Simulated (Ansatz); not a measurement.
Reaction (substitution at a C–C bond): `CC1=NCO1` + HCl → `ClC1=NCO1` + CH₄

Program: Ansatz. Geometries: PBE0-D4/def2-TZVP. ΔE: electronic, gas phase. CCSD(T)/CBS is the MP2 limit (def2-TZVPP, def2-QZVPP) plus CCSD(T) − MP2 in def2-TZVPP, frozen cores. This one scheme is used for every species. Functionals use def2-TZVPP. B3LYP here is the variant with VWN-RPA as its local correlation; programs differ in this. HSE06 is defined as in plane-wave codes.

```csv
level,ΔE (kJ/mol),difference from CCSD(T)/CBS
LDA (SPW92),35.3,-7.5
PBE-D4,29.0,-13.8
revPBE-D4,27.6,-15.2
r2SCAN-D4,31.6,-11.2
B97M-V,33.0,-9.8
PBE0-D4,36.8,-6.0
B3LYP-D4,35.7,-7.1
r2SCANh-D4,34.2,-8.6
HSE06-D4,36.5,-6.3
BHLYP-D4,43.6,0.8
CAM-B3LYP-D4,41.2,-1.6
ωB97X-V,39.7,-3.1
ωB97M-V,39.7,-3.1
B2PLYP,36.5,-6.3
PBE-QIDH,40.0,-2.8
PBE,28.8,-14.0
revPBE,26.7,-16.1
BLYP,28.9,-13.9
r2SCAN,31.4,-11.4
PBE0,36.6,-6.2
B3LYP,35.7,-7.1
r2SCANh,34.0,-8.8
r2SCAN0,37.7,-5.1
HSE06,36.4,-6.4
BHLYP,44.1,1.3
LC-ωPBE,41.9,-0.9
RPA@PBE/def2-TZVPP,39.9,-2.9
HF/def2-SVP,59.8,17.0
MP2/def2-SVP,38.6,-4.2
CCSD/def2-SVP,46.6,3.8
CCSD(T)/def2-SVP,43.1,0.3
HF/def2-TZVPP,52.5,9.7
SCS-MP2/def2-TZVPP,38.1,-4.7
CCSD(T)/def2-TZVPP,41.6,-1.2
HF/def2-QZVPP,53.2,10.4
MP2/def2-QZVPP,37.5,-5.3
SCS-MP2/def2-QZVPP,39.3,-3.5
HF/CBS(def2),53.3,10.5
MP2/CBS(def2),37.8,-5.0
CCSD/CBS(def2),47.0,4.2
CCSD(T)/CBS,42.8,0
```

Largest T1 diagnostic among the species: 0.014.

From BLYP to BHLYP (50 % exact exchange), in def2-TZVPP and without D4, ΔE moves by +15.2 kJ/mol. In def2-TZVPP, CCSD(T) changes the Hartree–Fock value by −10.9 kJ/mol (the triples alone add −4.2 kJ/mol) and MP2 by −15.9 kJ/mol. Leaving LDA and LC-ωPBE aside and taking each functional with its dispersion term where it has one, the values spread over 16.0 kJ/mol, from revPBE-D4 to BHLYP-D4. LDA lies +6.5 kJ/mol from PBE without D4.
